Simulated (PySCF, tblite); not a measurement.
# P2H4: protonation

What do calculations give for the protonation of P2H4 (`PP`)?

Programs: tblite 0.8.0 and PySCF 2.14.0, with routines of our own; each step states its level. All values are computed. Atoms count from 0.

## 1. The system as given

6 atoms, charge 0, multiplicity 1; geometry from: start built from the parent or by distance geometry.

## 2. Optimising the geometry with GFN2-xTB

Job settings and geometry (Å):

```
{"job": {"kind": "relax", "xc": "GFN2-xTB", "basis": "xTB"}, "charge": 0, "multiplicity": 1}
P     -1.082800    -0.123500     0.452000
P      1.073600     0.079800     0.422200
H     -1.631400     1.136300    -0.036500
H     -1.558800    -1.164700    -0.430900
H      1.726300    -1.119400    -0.047200
H      1.479200     1.195500    -0.402800
```

On the command line:

```
OMP_NUM_THREADS=1 python redox_run.py task.json out
```

One launch serves the whole session: the jobs run in the order shown.

The log of the run:

```text
step      E/eV     max force
  0    -191.09714    1.379
  1    -191.23080    1.281
  2    -191.87569    1.140
  3    -191.91339    0.798
  4    -191.97208    0.563
  5    -191.99051    0.536
  6    -192.03861    0.691
  7    -192.06141    0.619
  8    -192.12113    0.665
  9    -192.15700    0.439
 10    -192.16580    0.196
 11    -192.16801    0.125
 12    -192.16905    0.119
 13    -192.17088    0.150
 14    -192.17387    0.234
 15    -192.17801    0.273
 16    -192.18262    0.234
 17    -192.18707    0.180
 18    -192.19138    0.225
 19    -192.19805    0.298
 20    -192.21131    0.315
 21    -192.22657    0.369
 22    -192.24036    0.531
 23    -192.24882    0.454
 24    -192.26128    0.338
 25    -192.27525    0.403
 26    -192.28393    0.325
 27    -192.28903    0.215
 28    -192.29216    0.178
 29    -192.29444    0.172
 30    -192.29712    0.180
 31    -192.29923    0.205
 32    -192.30315    0.226
 33    -192.30752    0.270
 34    -192.31634    0.242
 35    -192.32095    0.337
 36    -192.31903    0.601
 37    -192.33022    0.212
 38    -192.33714    0.213
 39    -192.31751    0.831
 40    -192.34625    0.266
 41    -192.35043    0.326
 42    -192.35374    0.551
 43    -192.35664    0.433
 44    -192.35876    0.395
 45    -192.36897    0.261
 46    -192.37478    0.262
 47    -192.38326    0.412
 48    -192.38907    0.286
 49    -192.39738    0.255
 50    -192.40307    0.228
 51    -192.41059    0.218
 52    -192.41592    0.254
 53    -192.41579    0.367
 54    -192.42030    0.086
 55    -192.42097    0.074
 56    -192.42159    0.051
 57    -192.42170    0.031
 58    -192.42175    0.012
 59    -192.42176    0.015
 60    -192.42178    0.015
 61    -192.42180    0.011
 62    -192.42181    0.008
```

Run time: 0.18 s. Hardware: 1 thread of Arm Neoverse V1, shared host.

Along the way: (not every step is listed)

```csv
step,energy from step 0 (eV),largest force (eV/Å)
0,0.0000,1.3789
1,-0.1337,1.2814
2,-0.7785,1.1395
3,-0.8162,0.7981
4,-0.8749,0.5631
5,-0.8934,0.5363
6,-0.9415,0.6914
7,-0.9643,0.6192
8,-1.0240,0.6652
12,-1.0719,0.1194
16,-1.0855,0.2337
20,-1.1142,0.3149
24,-1.1641,0.3379
28,-1.1950,0.1778
32,-1.2060,0.2261
36,-1.2219,0.6010
40,-1.2491,0.2662
44,-1.2616,0.3951
48,-1.2919,0.2860
52,-1.3188,0.2540
56,-1.3245,0.0512
57,-1.3246,0.0314
58,-1.3246,0.0117
59,-1.3246,0.0154
60,-1.3246,0.0146
61,-1.3247,0.0106
62,-1.3247,0.0077
```

Distances of close pairs at the start and the end, largest changes first:

```csv
bond,before (Å),after (Å),change (Å)
P0–H2,1.458,1.395,-0.063
P0–H3,1.446,1.395,-0.050
P1–H5,1.446,1.395,-0.050
P1–H4,1.444,1.396,-0.048
P0–P1,2.166,2.153,-0.013
```

The end geometry stands in the next job.

## 3. Vibrational analysis with GFN2-xTB

Job settings and geometry (Å):

```
{"job": {"kind": "ir", "xc": "GFN2-xTB", "basis": "xTB"}, "charge": 0, "multiplicity": 1}
P     -0.929389    -0.540664     0.001475
P      0.931628     0.542447    -0.015396
H     -1.486666     0.248030     1.008722
H     -1.505035     0.244335    -0.998111
H      1.505990    -0.245109     0.983337
H      1.489718    -0.245058    -1.023177
```

The log of the run:

```text
mode    cm-1     km/mol
  1     179.0     16.93
  2     516.4      0.00
  3     627.2      4.00
  4     646.2      6.05
  5     873.8      0.00
  6     885.4      0.00
  7    1108.6      0.00
  8    1133.5     18.29
  9    2224.2      0.05
 10    2256.5    124.80
 11    2301.8      0.71
 12    2314.0    228.25
ZPE 90.118  H(298)-E 103.320  G(298)-E 23.947 kJ/mol  S 266.22 J/(mol K)
```

Run time: 0.1 s. Hardware: 1 thread of Arm Neoverse V1, shared host.

The strongest bands and the atoms that carry them (share of the mass-weighted mode):

```csv
cm⁻¹,km/mol,atoms
179,16.9,"H3 24 %, H2 24 %, H5 24 %, H4 24 %"
627,4.0,"H3 25 %, H4 25 %, H5 25 %, H2 25 %"
646,6.0,"H5 24 %, H2 24 %, H3 24 %, H4 23 %"
1134,18.3,"H5 24 %, H4 24 %, H3 24 %, H2 24 %"
2256,124.8,"H2 26 %, H3 25 %, H4 24 %, H5 23 %"
2302,0.7,"H5 27 %, H4 26 %, H3 22 %, H2 21 %"
2314,228.2,"H3 27 %, H2 27 %, H5 22 %, H4 21 %"
```

## 4. Geometry optimisation at PBE0-D3(BJ)/def2-SVP

The job, as its differences from that of step 3:

```diff
@@ -1,2 +1,2 @@
-{"job": {"kind": "ir", "xc": "GFN2-xTB", "basis": "xTB"}, "charge": 0, "multiplicity": 1}
+{"job": {"xc": "PBE0", "basis": "def2-SVP", "d3": "d3bj", "grid": 1, "kind": "geom"}, "charge": 0, "multiplicity": 1}
 P     -0.929389    -0.540664     0.001475
```

The log of the run:

```text
step   0  E = -684.61743306  max force = 0.027980
step   1  E = -684.62139863  max force = 0.004945
step   2  E = -684.62152201  max force = 0.000395
step   3  E = -684.62152233  max force = 0.000040
optimisation converged
```

Run time: 3.1 s. Hardware: 1 thread of Arm Neoverse V1, shared host.

The steps of the relaxation:

```csv
step,energy from step 0 (eV),largest force component (eV/Å)
0,0.0000,1.4388
1,-0.1079,0.2543
2,-0.1113,0.0203
3,-0.1113,0.0021
```

Close pairs (by a distance rule), those that changed most:

```csv
bond,before (Å),after (Å),change (Å)
P0–P1,2.153,2.246,+0.093
P0–H3,1.395,1.430,+0.035
P0–H2,1.395,1.430,+0.035
P1–H5,1.395,1.430,+0.035
P1–H4,1.396,1.430,+0.035
```

The end geometry stands in the next job.

```csv
at the end point,value
point group (found at 0.08 Å tolerance),C2h
"rotational constants (GHz, main isotopes)","63.735, 5.745, 5.704"
dipole moment (D),0.00
```

## 5. Harmonic vibrations (P2H4): PBE0-D3(BJ)/def2-SVP

Job settings and geometry (Å):

```
{"job": {"xc": "PBE0", "basis": "def2-SVP", "d3": "d3bj", "grid": 2, "kind": "hessian"}, "charge": 0, "multiplicity": 1}
P     -0.969503    -0.563542     0.003886
P      0.972525     0.564858    -0.017972
H     -1.530741     0.250432     1.037595
H     -1.550884     0.245759    -1.022336
H      1.554206    -0.244869     1.007748
H      1.533436    -0.248709    -1.052179
```

The log of the run:

```text
coarse grid: 5728 points
cycle   1  E = -684.5462185269  dE = -1.636e-01  |g| = 7.342e-02  |ddm| = 2.096e+00
cycle   2  E = -684.5481772416  dE = -1.959e-03  |g| = 3.633e-02  |ddm| = 2.517e-01
cycle   3  E = -684.5486371090  dE = -4.599e-04  |g| = 8.098e-03  |ddm| = 8.728e-02
cycle   4  E = -684.5486566727  dE = -1.956e-05  |g| = 2.519e-03  |ddm| = 1.842e-02
cycle   5  E = -684.5486589333  dE = -2.261e-06  |g| = 3.040e-04  |ddm| = 4.142e-03
final grid: 45344 points
cycle   6  E = -684.6215380833  dE = -6.454e-06  |g| = 1.724e-03  |ddm| = 2.026e-02
cycle   7  E = -684.6215385768  dE = -4.935e-07  |g| = 1.287e-03  |ddm| = 6.004e-03
cycle   8  E = -684.6215391220  dE = -5.453e-07  |g| = 1.167e-04  |ddm| = 2.656e-03
cycle   9  E = -684.6215391273  dE = -5.216e-09  |g| = 2.016e-05  |ddm| = 1.967e-04
cycle  10  E = -684.6215391274  dE = -1.626e-10  |g| = 1.494e-06  |ddm| = 4.098e-05
cycle  11  E = -684.6215391274  dE = -4.206e-12  |g| = 2.725e-07  |ddm| = 2.662e-06
converged SCF energy = -684.6215391274

mode    cm-1
  1     115.9
  2     446.1
  3     626.3
  4     639.3
  5     867.9
  6     919.7
  7    1084.1
  8    1092.8
  9    2389.6
 10    2397.5
 11    2401.3
 12    2414.5
ZPE 92.081  H(298)-E 105.729  G(298)-E 25.002 kJ/mol  S 270.76 J/(mol K)
```

Run time: 14 s. Hardware: 1 thread of Arm Neoverse V1, shared host; peak memory 0.74 GiB.

Zero-point energy 92.08 kJ/mol (xTB gave 90.12).

## 6. Single point (P2H4): wB97X-D3(BJ)/def2-TZVP

Geometry: PBE0-D3(BJ)/def2-SVP.

Job settings and geometry (Å):

```
{"job": {"kind": "sp", "xc": "wB97X", "basis": "def2-TZVP", "d3": "d3bj", "grid": 2}, "charge": 0, "multiplicity": 1}
P     -0.969503    -0.563542     0.003886
P      0.972525     0.564858    -0.017972
H     -1.530741     0.250432     1.037595
H     -1.550884     0.245759    -1.022336
H      1.554206    -0.244869     1.007748
H      1.533436    -0.248709    -1.052179
```

The log of the run:

```text
coarse grid: 5728 points
cycle   1  E = -685.1475663746  dE = -2.320e-01  |g| = 1.801e-01  |ddm| = 1.646e+00
cycle   2  E = -685.1586108865  dE = -1.104e-02  |g| = 6.098e-02  |ddm| = 1.527e-01
cycle   3  E = -685.1595432276  dE = -9.323e-04  |g| = 1.556e-02  |ddm| = 5.437e-02
cycle   4  E = -685.1597048547  dE = -1.616e-04  |g| = 4.845e-03  |ddm| = 3.014e-02
cycle   5  E = -685.1597179706  dE = -1.312e-05  |g| = 1.026e-03  |ddm| = 8.819e-03
cycle   6  E = -685.1597191712  dE = -1.201e-06  |g| = 1.792e-04  |ddm| = 4.329e-03
final grid: 45344 points
cycle   7  E = -685.1619315264  dE = -8.911e-06  |g| = 1.112e-03  |ddm| = 1.105e-02
cycle   8  E = -685.1619318486  dE = -3.222e-07  |g| = 5.844e-04  |ddm| = 1.585e-03
cycle   9  E = -685.1619319137  dE = -6.514e-08  |g| = 7.541e-05  |ddm| = 6.549e-04
cycle  10  E = -685.1619319165  dE = -2.739e-09  |g| = 1.848e-05  |ddm| = 1.884e-04
converged SCF energy = -685.1619319165
```

It took 1.3 s on 1 thread of Arm Neoverse V1, shared host.

## 7. Optimising the geometry with GFN2-xTB

This step treats P2H5+, `P[PH3+]`.

Job settings and geometry (Å):

```
{"job": {"kind": "relax", "xc": "GFN2-xTB", "basis": "xTB"}, "charge": 1, "multiplicity": 1}
P     -0.953300    -0.569700    -0.001400
P      0.961800     0.573500    -0.041000
H     -1.513300     0.242800     1.040800
H     -1.553400     0.260400    -1.042900
H      1.551000    -0.248700     1.019100
H      1.522400    -0.250400    -1.061000
H     -1.197500    -1.936700    -0.085900
```

The log of the run:

```text
step      E/eV     max force
  0    -193.42915    3.438
  1    -193.65121    1.600
  2    -193.78808    1.310
  3    -193.83802    1.163
  4    -193.97100    1.044
  5    -193.99204    0.663
  6    -194.01154    0.213
  7    -194.01504    0.155
  8    -194.01755    0.138
  9    -194.01865    0.160
 10    -194.01997    0.168
 11    -194.02182    0.164
 12    -194.02424    0.171
 13    -194.02595    0.099
 14    -194.02666    0.077
 15    -194.02707    0.077
 16    -194.02768    0.098
 17    -194.02853    0.113
 18    -194.02932    0.080
 19    -194.02974    0.052
 20    -194.02990    0.042
 21    -194.03003    0.043
 22    -194.03023    0.053
 23    -194.03040    0.039
 24    -194.03047    0.016
 25    -194.03048    0.008
```

It took 0.07 s on 1 thread of Arm Neoverse V1, shared host.

Step by step:

```csv
step,energy from step 0 (eV),largest force (eV/Å)
0,0.0000,3.4376
1,-0.2221,1.6004
2,-0.3589,1.3096
3,-0.4089,1.1635
4,-0.5419,1.0438
5,-0.5629,0.6632
6,-0.5824,0.2127
7,-0.5859,0.1549
8,-0.5884,0.1379
9,-0.5895,0.1597
10,-0.5908,0.1682
11,-0.5927,0.1645
12,-0.5951,0.1709
13,-0.5968,0.0992
14,-0.5975,0.0771
15,-0.5979,0.0774
16,-0.5985,0.0976
17,-0.5994,0.1127
18,-0.6002,0.0801
19,-0.6006,0.0519
20,-0.6008,0.0418
21,-0.6009,0.0430
22,-0.6011,0.0528
23,-0.6012,0.0391
24,-0.6013,0.0158
25,-0.6013,0.0079
```

Close pairs (by a distance rule), those that changed most:

```csv
bond,before (Å),after (Å),change (Å)
P0–H3,1.461,1.379,-0.082
P0–P1,2.231,2.156,-0.074
P0–H2,1.435,1.379,-0.057
P1–H4,1.465,1.409,-0.056
P1–H5,1.426,1.409,-0.017
P0–H6,1.391,1.384,-0.007
```

The final coordinates are the input of the step that follows.

## 8. Vibrational analysis with GFN2-xTB

Job settings and geometry (Å):

```
{"job": {"kind": "ir", "xc": "GFN2-xTB", "basis": "xTB"}, "charge": 1, "multiplicity": 1}
P     -0.887206    -0.348750    -0.022808
P      1.070988     0.554304    -0.029136
H     -1.627387     0.060293     1.066022
H     -1.656022     0.102959    -1.074421
H      1.526114    -0.295255     0.998665
H      1.519392    -0.291227    -1.062905
H     -1.128116    -1.711119    -0.047693
```

The log of the run:

```text
mode    cm-1     km/mol
  1     173.9      9.79
  2     388.2     16.81
  3     422.0      0.36
  4     471.4      0.15
  5     762.9      4.61
  6     781.5     14.07
  7     940.8    190.54
  8    1033.4      4.40
  9    1034.0      5.06
 10    1060.9      1.49
 11    2184.9     19.58
 12    2225.5     31.65
 13    2344.8      1.14
 14    2409.5      5.80
 15    2430.7      7.55
ZPE 111.638  H(298)-E 126.209  G(298)-E 42.640 kJ/mol  S 280.29 J/(mol K)
```

Run time: 0.12 s. Hardware: 1 thread of Arm Neoverse V1, shared host.

The strongest bands and the atoms that carry them (share of the mass-weighted mode):

```csv
cm⁻¹,km/mol,atoms
174,9.8,"H5 26 %, H4 26 %, H2 16 %, H3 16 %"
388,16.8,"H6 47 %, H2 17 %, H3 16 %"
782,14.1,"H4 38 %, H5 38 %, H6 10 %"
941,190.5,"H2 33 %, H3 33 %, H6 21 %"
2185,19.6,"H4 50 %, H5 47 %"
2226,31.6,"H5 50 %, H4 46 %"
2410,5.8,"H3 40 %, H2 38 %, H6 19 %"
2431,7.5,"H2 49 %, H3 47 %"
```

## 9. Relaxing the molecule at PBE0-D3(BJ)/def2-SVP

This step treats P2H5+, `P[PH3+]`.

The job, as its differences from that of step 8:

```diff
@@ -1,2 +1,2 @@
-{"job": {"kind": "ir", "xc": "GFN2-xTB", "basis": "xTB"}, "charge": 1, "multiplicity": 1}
+{"job": {"xc": "PBE0", "basis": "def2-SVP", "d3": "d3bj", "grid": 1, "kind": "geom"}, "charge": 1, "multiplicity": 1}
 P     -0.887206    -0.348750    -0.022808
```

The log of the run:

```text
step   0  E = -684.93960217  max force = 0.016443
step   1  E = -684.94317374  max force = 0.003351
step   2  E = -684.94329040  max force = 0.000346
step   3  E = -684.94329280  max force = 0.000144
optimisation converged
```

It took 3.7 s on 1 thread of Arm Neoverse V1, shared host.

Step by step:

```csv
step,energy from step 0 (eV),largest force component (eV/Å)
0,0.0000,0.8455
1,-0.0972,0.1723
2,-0.1004,0.0178
3,-0.1004,0.0074
```

Close pairs (by a distance rule), those that changed most:

```csv
bond,before (Å),after (Å),change (Å)
P0–P1,2.156,2.204,+0.047
P0–H2,1.379,1.411,+0.033
P0–H3,1.379,1.411,+0.032
P0–H6,1.384,1.414,+0.030
P1–H5,1.409,1.429,+0.020
P1–H4,1.409,1.429,+0.020
```

The end geometry stands in the next job.

```csv
at the end point,value
point group (found at 0.08 Å tolerance),Cs
"rotational constants (GHz, main isotopes)","55.470, 5.599, 5.573"
```

## 10. Harmonic vibrations (P2H5+): PBE0-D3(BJ)/def2-SVP

Job settings and geometry (Å):

```
{"job": {"xc": "PBE0", "basis": "def2-SVP", "d3": "d3bj", "grid": 2, "kind": "hessian"}, "charge": 1, "multiplicity": 1}
P     -0.927637    -0.317703    -0.019028
P      1.104117     0.536104    -0.026832
H     -1.632968     0.120267     1.122089
H     -1.659142     0.159551    -1.127424
H      1.503828    -0.362336     1.009668
H      1.487803    -0.340266    -1.087995
H     -1.056665    -1.725229    -0.042148
```

The log of the run:

```text
coarse grid: 6352 points
cycle   1  E = -684.8516433902  dE =  1.883e-01  |g| = 2.154e-01  |ddm| = 2.207e+00
cycle   2  E = -684.8560549875  dE = -4.412e-03  |g| = 1.991e-01  |ddm| = 6.159e-01
cycle   3  E = -684.8700945363  dE = -1.404e-02  |g| = 2.165e-02  |ddm| = 3.101e-01
cycle   4  E = -684.8702414471  dE = -1.469e-04  |g| = 5.795e-03  |ddm| = 4.792e-02
cycle   5  E = -684.8702527151  dE = -1.127e-05  |g| = 1.324e-03  |ddm| = 1.376e-02
cycle   6  E = -684.8702534110  dE = -6.959e-07  |g| = 2.641e-04  |ddm| = 2.396e-03
final grid: 50712 points
cycle   7  E = -684.9432814587  dE = -7.281e-06  |g| = 2.056e-03  |ddm| = 2.096e-02
cycle   8  E = -684.9432819602  dE = -5.015e-07  |g| = 1.677e-03  |ddm| = 5.729e-03
cycle   9  E = -684.9432828812  dE = -9.209e-07  |g| = 1.289e-04  |ddm| = 2.597e-03
cycle  10  E = -684.9432828874  dE = -6.218e-09  |g| = 2.879e-05  |ddm| = 2.486e-04
cycle  11  E = -684.9432828877  dE = -2.846e-10  |g| = 1.359e-05  |ddm| = 7.548e-05
cycle  12  E = -684.9432828877  dE = -6.878e-11  |g| = 8.082e-07  |ddm| = 2.238e-05
converged SCF energy = -684.9432828877

mode    cm-1
  1     191.7
  2     445.3
  3     503.9
  4     511.5
  5     813.2
  6     847.4
  7     985.5
  8    1071.1
  9    1087.5
 10    1090.4
 11    2411.0
 12    2431.3
 13    2494.1
 14    2532.7
 15    2543.5
ZPE 119.387  H(298)-E 133.342  G(298)-E 50.677 kJ/mol  S 277.26 J/(mol K)
```

It took 20 s on 1 thread of Arm Neoverse V1, shared host; peak memory 0.91 GiB.

Zero-point energy 119.39 kJ/mol (xTB gave 111.64).

## 11. Single point (P2H5+): wB97X-D3(BJ)/def2-TZVP

Geometry: PBE0-D3(BJ)/def2-SVP.

The job, as its differences from that of step 10:

```diff
@@ -1,2 +1,2 @@
-{"job": {"xc": "PBE0", "basis": "def2-SVP", "d3": "d3bj", "grid": 2, "kind": "hessian"}, "charge": 1, "multiplicity": 1}
+{"job": {"kind": "sp", "xc": "wB97X", "basis": "def2-TZVP", "d3": "d3bj", "grid": 2}, "charge": 1, "multiplicity": 1}
 P     -0.927637    -0.317703    -0.019028
```

The log of the run:

```text
coarse grid: 6352 points
cycle   1  E = -685.4421355497  dE =  1.662e-01  |g| = 3.502e-01  |ddm| = 1.741e+00
cycle   2  E = -685.4812436627  dE = -3.911e-02  |g| = 1.959e-01  |ddm| = 4.850e-01
cycle   3  E = -685.4898643463  dE = -8.621e-03  |g| = 2.898e-02  |ddm| = 1.687e-01
cycle   4  E = -685.4901575289  dE = -2.932e-04  |g| = 8.656e-03  |ddm| = 3.824e-02
cycle   5  E = -685.4901857076  dE = -2.818e-05  |g| = 2.233e-03  |ddm| = 9.060e-03
cycle   6  E = -685.4901884409  dE = -2.733e-06  |g| = 5.561e-04  |ddm| = 3.340e-03
final grid: 50712 points
cycle   7  E = -685.4924523460  dE = -1.060e-05  |g| = 1.295e-03  |ddm| = 1.028e-02
cycle   8  E = -685.4924527831  dE = -4.371e-07  |g| = 6.870e-04  |ddm| = 1.506e-03
cycle   9  E = -685.4924528678  dE = -8.465e-08  |g| = 9.168e-05  |ddm| = 6.524e-04
cycle  10  E = -685.4924528735  dE = -5.751e-09  |g| = 2.530e-05  |ddm| = 2.177e-04
converged SCF energy = -685.4924528735
```

Wall time 1.5 s (1 thread of Arm Neoverse V1, shared host).

## 12. Protonation: wB97X-D3(BJ)/def2-TZVP

This step combines the energies above: geometries from PBE0-D3(BJ)/def2-SVP, zero-point and thermal terms from PBE0-D3(BJ)/def2-SVP.

Job settings and geometry (Å):

```
{"job": {"kind": "pa", "geom": {"xc": "PBE0", "basis": "def2-SVP", "d3": "d3bj", "grid": 1}, "hess": 1, "level": {"xc": "wB97X", "basis": "def2-TZVP", "d3": "d3bj"}}, "charge": 0, "multiplicity": 1}
P     -0.969503    -0.563542     0.003886
P      0.972525     0.564858    -0.017972
H     -1.530741     0.250432     1.037595
H     -1.550884     0.245759    -1.022336
H      1.554206    -0.244869     1.007748
H      1.533436    -0.248709    -1.052179
```

Output (the driver's rows laid out field by field):

```text
protonation site by site, wB97X-D3(BJ)/def2-TZVP // PBE0-D3(BJ)/def2-SVP

row 1
  formula                 H5P2
  charge                  1
  multiplicity            1
  smiles                  P[PH3+]
  kept                    yes
  pieces                  1
  point_group             Cs
  atom                    0
  element                 P
  electronic              867.78
  enthalpy                846.37
  free_energy             815.82
  share_gas               1.0
```

Run time: 45 s. Hardware: 1 thread of Arm Neoverse V1, shared host.

Energy given off on adding a proton (kJ/mol, gas phase, 298 K for the thermal columns):

```csv
site,product,electronic,enthalpy,free energy
P0,P[PH3+],867.8,846.4,815.8
```

## 13. Single point (P2H4): wavefunction

Geometry: PBE0-D3(BJ)/def2-SVP.

Job settings and geometry (Å):

```
{"job": {"kind": "sp", "xc": "CCSD(T)", "basis": "ma-def2-TZVP", "grid": 2}, "charge": 0, "multiplicity": 1}
P     -0.969503    -0.563542     0.003886
P      0.972525     0.564858    -0.017972
H     -1.530741     0.250432     1.037595
H     -1.550884     0.245759    -1.022336
H      1.554206    -0.244869     1.007748
H      1.533436    -0.248709    -1.052179
```

Method: wavefunction single point, frozen core, gas phase.

The log of the run:

```text
final grid: 45344 points
cycle   1  E = -683.7871845894  dE = -2.372e-01  |g| = 2.265e-01  |ddm| = 1.583e+00
cycle   2  E = -683.8120188325  dE = -2.483e-02  |g| = 7.288e-02  |ddm| = 2.159e-01
cycle   3  E = -683.8148902354  dE = -2.871e-03  |g| = 2.714e-02  |ddm| = 8.930e-02
cycle   4  E = -683.8154514032  dE = -5.612e-04  |g| = 6.054e-03  |ddm| = 4.578e-02
cycle   5  E = -683.8154829912  dE = -3.159e-05  |g| = 1.586e-03  |ddm| = 1.216e-02
cycle   6  E = -683.8154857572  dE = -2.766e-06  |g| = 3.281e-04  |ddm| = 4.684e-03
cycle   7  E = -683.8154858661  dE = -1.090e-07  |g| = 5.085e-05  |ddm| = 1.136e-03
cycle   8  E = -683.8154858693  dE = -3.143e-09  |g| = 1.639e-05  |ddm| = 1.842e-04
converged SCF energy = -683.8154858693
E(HF, exact integrals) = -683.8155268744
E(MP2) = -684.1188120030
E(CCSD) = -684.1657153160
E(CCSD(T)) = -684.1804210514
T1 diagnostic = 0.0145
```

Run time: 22 s. Hardware: 1 thread of Arm Neoverse V1, shared host; peak memory 0.78 GiB.

## 14. Single point (P₂H₅+): wavefunction

Geometry: PBE0-D3(BJ)/def2-SVP.

Job settings and geometry (Å):

```
{"job": {"kind": "sp", "xc": "CCSD(T)", "basis": "ma-def2-TZVP", "grid": 2}, "charge": 1, "multiplicity": 1}
P     -0.927637    -0.317703    -0.019028
P      1.104117     0.536104    -0.026832
H     -1.632968     0.120267     1.122089
H     -1.659142     0.159551    -1.127424
H      1.503828    -0.362336     1.009668
H      1.487803    -0.340266    -1.087995
H     -1.056665    -1.725229    -0.042148
```

Method: wavefunction single point, frozen core, gas phase.

The log of the run:

```text
final grid: 50712 points
cycle   1  E = -684.0783537801  dE =  1.487e-01  |g| = 3.888e-01  |ddm| = 1.666e+00
cycle   2  E = -684.1429493477  dE = -6.460e-02  |g| = 1.437e-01  |ddm| = 4.521e-01
cycle   3  E = -684.1495913817  dE = -6.642e-03  |g| = 3.989e-02  |ddm| = 1.453e-01
cycle   4  E = -684.1505714222  dE = -9.800e-04  |g| = 9.834e-03  |ddm| = 4.799e-02
cycle   5  E = -684.1506402967  dE = -6.887e-05  |g| = 2.423e-03  |ddm| = 1.381e-02
cycle   6  E = -684.1506449729  dE = -4.676e-06  |g| = 6.088e-04  |ddm| = 4.818e-03
cycle   7  E = -684.1506452547  dE = -2.818e-07  |g| = 1.507e-04  |ddm| = 1.259e-03
cycle   8  E = -684.1506452781  dE = -2.347e-08  |g| = 3.651e-05  |ddm| = 3.472e-04
cycle   9  E = -684.1506452795  dE = -1.386e-09  |g| = 1.000e-05  |ddm| = 8.793e-05
converged SCF energy = -684.1506452795
E(HF, exact integrals) = -684.1506771889
E(MP2) = -684.4422829851
E(CCSD) = -684.4916827659
E(CCSD(T)) = -684.5045313008
T1 diagnostic = 0.0138
```

It took 29 s on 1 thread of Arm Neoverse V1, shared host; peak memory 0.93 GiB.

(Part 1 of 2 ends here.)
